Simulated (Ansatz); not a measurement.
# C2H2OS: a ladder of functionals and wavefunction methods

Aim: compute C2H2OS with functionals from several rungs and with coupled cluster. The yardstick is the atomisation energy at the CCSD(T) limit.

The runs use Ansatz 0.2.0, Gaussian basis; functionals in def2-TZVPP, the program's frozen cores in correlated methods.

Plan: LDA (SPW92), PBE-D4, revPBE-D4, BLYP-D4, r2SCAN-D4, B97M-V, PBE0-D4, B3LYP-D4, r2SCANh-D4, r2SCAN0-D4, HSE06-D4, BHLYP-D4, CAM-B3LYP-D4, LC-ωPBE, ωB97X-V, ωB97M-V, B2PLYP, PBE-QIDH; CCSD(T)/def2-SVP; CCSD(T)/def2-TZVPP; MP2/def2-QZVPP; extrapolation to the limit; RPA on PBE.

### Step 1. The relaxed structure

The geometry comes from an earlier relaxation with PBE0-D4 in a triple-zeta def2 set; it is a stationary point.

SMILES `OC1=CS1`, 6 atoms, charge 0, spin multiplicity 1.

Atoms are counted from 1 here; the program's logs count them from 0.

Bond lengths: O1–C2 1.314 Å, O1–H5 0.966 Å, C2–C3 1.281 Å, C2–S4 1.770 Å, C3–S4 1.886 Å, C3–H6 1.071 Å. Angles: C2–O1–H5 109.3°, O1–C2–C3 151.3°, O1–C2–S4 134.2°, C3–C2–S4 74.5°, C2–C3–S4 64.7°, C2–C3–H6 157.0°, S4–C3–H6 138.3°, C2–S4–C3 40.9°.

### Step 2. LDA

This LDA is Slater exchange with PW92 correlation.

Contents of in.yaml:

```yaml
crystal:
  periodic: [false, false, false]
  atoms:
    - {symbol: O, position_ang: [-0.562308, 0.491108, -1.347950]}
    - {symbol: C, position_ang: [-0.080975, -0.157049, -0.311547]}
    - {symbol: C, position_ang: [0.362441, -0.184269, 0.889872]}
    - {symbol: S, position_ang: [0.305957, -1.853231, 0.012912]}
    - {symbol: H, position_ang: [-0.632337, 1.430380, -1.133634]}
    - {symbol: H, position_ang: [0.649321, 0.209061, 1.844148]}
basis:
  gaussian: {orbitals: def2-TZVPP}
hamiltonian: {xc: lda}
output: {orbitals: {seedname: orbitals}}
```

Command:

```
$ ansatz run in.yaml --threads 2 --pin off --events-out ev --progress --plain --max-ram 4352MiB
```

The runs that follow: PBE-D4 (GGA); revPBE-D4 (GGA); BLYP-D4 (GGA); r2SCAN-D4 (meta-GGA); B97M-V (meta-GGA); PBE0-D4 (hybrid); B3LYP-D4 (hybrid); r2SCANh-D4 (hybrid); r2SCAN0-D4 (hybrid); HSE06-D4 (hybrid); BHLYP-D4 (hybrid); CAM-B3LYP-D4 (range-separated); LC-ωPBE (range-separated); ωB97X-V (range-separated); ωB97M-V (range-separated); B2PLYP (double hybrid); PBE-QIDH (double hybrid); CCSD(T) in def2-SVP; CCSD(T) in def2-TZVPP; MP2 in def2-QZVPP; RPA on PBE orbitals.

Before running them: what should the planned runs give, taken together? Wanted: atomisation energy, CCSD(T)/CBS; farthest beyond LDA; mean size of error, GGA; mean size of error, meta-GGA; mean size of error, hybrid; mean size of error, range-separated; mean size of error, double hybrid; gap, smallest and largest; T1 diagnostic.

**Answer**, as computed:

| quantity | value |
| --- | --- |
| atomisation energy, CCSD(T)/CBS | 2287.1 kJ/mol |
| functionals within 11.4 kJ/mol (0.5 %) | B3LYP-D4, r2SCANh-D4, CAM-B3LYP-D4, LC-ωPBE, ωB97X-V, PBE-QIDH |
| farthest beyond LDA | BHLYP-D4 (-140.2 kJ/mol) |
| mean size of error, GGA | 73.5 kJ/mol |
| mean size of error, meta-GGA | 23.0 kJ/mol |
| mean size of error, hybrid | 46.7 kJ/mol |
| mean size of error, range-separated | 9.2 kJ/mol |
| mean size of error, double hybrid | 14.7 kJ/mol |
| gap, smallest and largest | 2.65 eV (BLYP-D4), 9.86 eV (LC-ωPBE) |
| T1 diagnostic | 0.0131 |
| triples share of the correlation energy | 4.8 % |

**Reading.** LDA overbinds by 502.2 kJ/mol (22 %). PBE-D4 is off by +138.7 kJ/mol. Double hybrids carry the basis error of their MP2 part in triple zeta, and no dispersion term here, so their miss is partly the set-up's. Taken by rung, range-separated functionals do best (9.2 kJ/mol on average) and GGA ones worst beyond LDA (73.5 kJ/mol). The gap between the best rungs is small, so their order is not settled. The reference freezes the cores and leaves out relativity and excitations past (T), so misses under about 11.4 kJ/mol can't be ranked. Hartree-Fock recovers 63 % of the binding; the rest is correlation. CCSD(T) in def2-SVP is off by -163.8 kJ/mol, so the small basis spoils what the method gains. Orbital gaps span 2.6 to 9.9 eV; exact exchange widens them.
